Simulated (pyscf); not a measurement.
•O–CH₂–OH → formic acid (O=CH–OH) + H atom (H•) (bond scission; doublet surface; C–H broken, none formed). Optimised with ωB97X-D3(BJ)/def2-SVP in PySCF. Correlated levels are frozen-core, on RHF or UHF. ΔMP2 is the change of the MP2 total energy from the triple- to the quadruple-zeta basis. Energies in kJ/mol from the reactant's lowest minimum found.

```tsv
level	barrier	reaction energy
r²SCAN/def2-TZVP	58.9	+43.9
B3LYP-D3(BJ)/def2-TZVP	(withheld)	+42.4
PBE0-D3(BJ)/def2-TZVP	68.8	+40.1
MP2/def2-QZVPP	54.2	-18.7
CCSD/def2-TZVPP	81.5	+36.8
CCSD(T)/def2-TZVPP	70.4	+26.6
CCSD(T)/def2-TZVPP + ΔMP2(QZVPP)	(withheld)	(withheld)
```

Task: Fill in the missing entries.

Result: 
- B3LYP-D3(BJ)/def2-TZVP, barrier: 67.2
- CCSD(T)/def2-TZVPP + ΔMP2(QZVPP), barrier: 69.1
- CCSD(T)/def2-TZVPP + ΔMP2(QZVPP), reaction energy: +26.4

•O–CH₂–OH lies 28.8 kJ/mol over its isomer HO–CH•–OH, and others may lie lower still (electronic energy, ωB97M-D3(BJ)). One saddle was located; it need not be the lowest between these sides. The CCSD(T) − MP2 part came from Ansatz, without density fitting, on the same reference. A UHF reference is spin-contaminated (<S²> up to 0.85), which harms MP2 most.
